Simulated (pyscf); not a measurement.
Single points on ωB97X-D3(BJ)/def2-SVP structures (PySCF, gas phase). Correlated levels are frozen-core, on RHF or UHF. ΔMP2 is the change of the MP2 total energy from the triple- to the quadruple-zeta basis.

Problem. For `[CH2]=[C]=[CH2]` + `[FH]` -> `[CH2]=[CH][CH2][F]`, an addition across a multiple bond or ene-type step (singlet surface; F–H broken, C–F, C–H formed), PBE/def2-TZVP gives ΔE‡ = 42.1 kcal/mol and ΔE = -22.7 kcal/mol (zero: the separated reactants). In which direction and how far do r²SCAN/def2-TZVP, B3LYP-D3(BJ)/def2-TZVP, CCSD(T)/def2-TZVPP + ΔMP2(QZVPP) move these?

Solution. r²SCAN: ΔE‡ = 45.6 kcal/mol, ΔE = -24.7 kcal/mol; B3LYP-D3(BJ): ΔE‡ = 48.8 kcal/mol, ΔE = -23.0 kcal/mol; CCSD(T): ΔE‡ = 54.4 kcal/mol, ΔE = -21.9 kcal/mol. PBE's barrier lies under all of them, by 3.5 to 12.3 kcal/mol. Its reaction energy lies among theirs. Low barriers are usual for a GGA, whose delocalisation error favours stretched bonds. On the reactant side the descent ends in a complex, 5.1 kcal/mol under the separated species and 54.9 kcal/mol under the saddle at ωB97X-D3(BJ)/def2-TZVP. At ωB97X-D3(BJ) the barrier from the zero used here is 49.8 kcal/mol. One saddle was located; it need not be the lowest between these sides. The CCSD(T) − MP2 part came from Ansatz, without density fitting, on the same reference.
